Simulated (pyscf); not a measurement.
Thermochemistry of product channels of propyne (HC≡C–CH₃) + hydrogen chloride (HCl) on the singlet surface, in kcal/mol, from ωB97M-D3(BJ)/def2-TZVP energies (ideal gas, 1 atm, RRHO with modes under 100 cm⁻¹ raised to 100, one conformer, R ln 2 for rigid chiral ones). PySCF, gas phase, ωB97X-D3(BJ)/def2-SVP geometries.

```
products                                       ΔE  ΔH(298 K)  ΔG(600 K)  ΔG(900 K)
------------------------------------------  -----  ---------  ---------  ---------
HC≡C–CH₂–Cl + hydrogen (H₂)                 +23.9      +21.2      +22.8      +23.1
chloromethane (H₃C–Cl) + acetylene (HC≡CH)    ___      +12.9      +13.0      +13.2
chloromethane (H₃C–Cl) + :C=CH₂ [singlet]   +53.2      +52.4      +49.0      +47.5
methane (CH₄) + HC≡C–Cl                     +13.8      +14.6      +15.8      +16.4
H₃C–CH=CH–Cl                                -30.0      -26.2       -6.5       +3.5
H₃C–C≡C–Cl + hydrogen (H₂)                  +24.7      +22.2      +25.1      +26.0
H₂C=C=CH–Cl + hydrogen (H₂)                 +21.4      +18.2      +19.9      +20.2
H₂C=C(CH₃)–Cl                                 ___      -28.5       -8.3       +1.9
```

Problem. Some entries are withheld; supply them.

Solution. 
- chloromethane (H₃C–Cl) + acetylene (HC≡CH), ΔE: +11.8
- H₂C=C(CH₃)–Cl, ΔE: -32.1

The channel to H₃C–CH=CH–Cl turns unfavourable between 298 and 1200 K (ΔG from -16.5 kcal/mol to +13.4 kcal/mol). The channel to H₂C=C(CH₃)–Cl turns unfavourable between 298 and 1200 K (ΔG from -18.5 kcal/mol to +11.9 kcal/mol).

These are energies of the channels, which say nothing of barriers.
